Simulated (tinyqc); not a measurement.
Ways to converge the cycle: SCF convergence aids in the sto-3g basis, for H2O+, spin multiplicity 2. Computed by the program tinyqc with PySCF. 

Geometry (angstrom):
```
atom,x,y,z
O,0.0000,0.0000,0.0000
H,0.0000,0.7100,0.6560
H,0.0000,-0.7100,0.6560
```

lowest solution found by these runs and by PySCF with stability checks = -74.651083 hartree

UHF with one setting changed at a time; a run stops when the energy changes by less than 1e-09 hartree and the error matrix is below 1e-5. The start is the Wolfsberg-Helmholz matrix. Damping d keeps d of the old density; a shift (hartree) raises the virtual levels; DIIS n extrapolates F over n matrices.

Largest element of the error matrix X^T (FDS - SDF) X:
```
iteration,plain,damping 0.3,damping 0.6,shift 0.4,DIIS 3,DIIS 8
1,1.9e-01,1.9e-01,1.9e-01,1.9e-01,1.9e-01,1.9e-01
2,5.5e-02,9.5e-02,1.3e-01,8.2e-02,5.5e-02,5.5e-02
3,1.6e-02,4.8e-02,9.7e-02,3.5e-02,9.0e-03,9.0e-03
4,4.6e-03,2.4e-02,7.0e-02,1.5e-02,2.9e-03,2.9e-03
5,2.0e-03,1.2e-02,5.0e-02,7.3e-03,1.3e-03,1.3e-03
6,1.2e-03,6.0e-03,3.6e-02,3.7e-03,4.0e-04,4.0e-04
8,4.3e-04,1.6e-03,1.8e-02,1.4e-03,6.1e-06,2.6e-06
10,1.7e-04,7.6e-04,9.3e-03,5.9e-04,-,-
14,2.8e-05,2.2e-04,2.5e-03,1.4e-04,-,-
20,-,3.7e-05,5.3e-04,1.9e-05,-,-
30,-,-,1.1e-04,-,-,-
45,-,-,9.9e-06,-,-,-
```

How each run ends:
```
run,iterations,E (hartree),state
plain,18,-74.65108,lowest found
damping 0.3,26,-74.65108,lowest found
damping 0.6,46,-74.65108,lowest found
shift 0.4,23,-74.65108,lowest found
DIIS 3,9,-74.65108,lowest found
DIIS 8,8,-74.65108,lowest found
```

6 of 6 runs reach the lowest solution found, in 8 to 46 iterations (fastest: DIIS 8). Plain steps already contract here, so damping only slows them. DIIS 3 and DIIS 8 gain by cancelling the error over several earlier matrices, much as a quasi-Newton step does.
